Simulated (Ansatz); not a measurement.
Several settings on one geometry of [B(CN)H3]- (CH3BN⁻) (that of the charge -1 singlet, r2SCAN-D4/def2-TZVPD). Ansatz on 4 threads of Arm Neoverse V1 on a shared host; times are rough.

```xyz
6

B    -0.008   -0.001   -0.520
C     0.016    0.002    1.056
N     0.033    0.003    2.220
H     1.145    0.004   -0.936
H    -0.598    0.999   -0.912
H    -0.588   -1.008   -0.909
```

Totals from different functionals, basis sets or treatments of relativity can't be compared as stabilities.

DK, ANO-RCC and x2c sets are all-electron and run with scalar relativity unless a key says otherwise. B3LYP takes the VWN-RPA correlation. HSE06 is defined as in plane-wave codes, on full-range PBE exchange. Correlated methods freeze 3 core orbitals.

The spins typed aren't always the lowest for that charge.

(1) Give the basis size and estimate the energy, ⟨S²⟩, dipole and time of these runs.

```csv
run,method,charge,state,further keys
1,UKS HSE06-D3(BJ)-ATM/def2-mTZVPP,0,doublet,forces asked
2,RKS PBE0-D4/def2-TZVPP,-1,singlet,forces asked
3,UKS B3LYP-D4/x2c-TZVPPall,0,doublet,fitting: {mean_field: cc-pVTZ-jkfit}; scf: {omitted_lower_state_checks: [starts]}; forces asked
4,"RHF, ccsd/def2-SVP",-1,singlet,accuracy: high; scf: {lower_state_search: full}
```

Answers

(1) 
```csv
run,functions,energy (Eh),⟨S²⟩,dipole (D),wall time
1,77,-119.2547,0.77,1.87,4.7 s
2,135,-119.4529,–,–,0.8 s
3,135,-119.4881,0.76,1.80,2.1 s
4,57,-119.0964,–,–,0.85 s
```

The highest occupied level of an anion often lies above zero with these methods, and sets without diffuse functions describe the outer electron poorly.
